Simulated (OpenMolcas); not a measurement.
# Worked example: vertical ionisation energy of C4H8 (isobutene)

C4H8: 12 atoms, total charge 0, spin state singlet. As SMILES, `C=C(C)C`. The shape is that of a PBE0-D4/def2-TZVP optimisation.

Both states at this one shape; open shells run unrestricted unless said. 1 Eh = 27.2114 eV.

```tsv
level	program	singlet C4H8 (Eh)	doublet [C4H8]+ (Eh)	HOMO of the first (eV)
BP86/ANO-S-VDZ	OpenMolcas	-157.195758	-156.850381	-6.02
BP86/ANO-S-VDZP	OpenMolcas	-157.238835	-156.898319	-5.93
```

**Question.** Work out the vertical ionisation energy at each level.

**Answer.** 
1. BP86/ANO-S-VDZ: -156.850381 − (-157.195758) = 0.345377 Eh = 9.40 eV; −ε(HOMO) = 6.02 eV.
2. BP86/ANO-S-VDZP: -156.898319 − (-157.238835) = 0.340516 Eh = 9.27 eV; −ε(HOMO) = 5.93 eV.

No measured value is set beside it here; the levels span 9.27 to 9.40 eV. In semi-local functionals −ε(HOMO) lies far under the ionisation energy, a result of self-interaction, while the difference of totals does much better.
